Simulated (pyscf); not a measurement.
# Routes from HO–Si:–F [singlet] + hydrogen (H₂)

Candidate steps break at most two bonds and form at most two. Each was searched with GFN2-xTB (tblite) first. Single points on ωB97X-D3(BJ)/def2-SVP structures (PySCF, gas phase). Energies: ωB97M-D3(BJ)/def2-TZVP, kJ/mol, from the separated reactants, singlet surface; ΔG‡ with ideal gas, 1 atm, RRHO with modes under 100 cm⁻¹ raised to 100, one conformer, R ln 2 for chiral ones without a mode under 150 cm⁻¹.

```csv
products,type,ΔE‡,ΔE,ΔG‡ 298 K,ΔG‡ 900 K,ν‡ (cm⁻¹)
F–SiH: [singlet] + H₂O,four-centre exchange,173.0,+166.6,211.9,287.5,1470i
HO–SiH: [singlet] + HF,four-centre exchange,199.3,+191.5,236.4,309.6,963i
HO–SiH₂–F,insertion,212.7,-141.4,249.0,323.6,1574i
```

Row 1: On the product side the descent ends in an adduct with a O–Si contact, 65.7 kJ/mol under the separated species and 71.2 kJ/mol under the saddle at ωB97X-D3(BJ)/def2-TZVP. Row 2: On the product side the descent ends in a complex, 17.1 kJ/mol under the separated species and 26.7 kJ/mol under the saddle at ωB97X-D3(BJ)/def2-TZVP. 

Plain bond fissions and candidates not yet searched are not listed, and one of them may be faster. Each barrier is that of the saddle found; lower ones may exist.
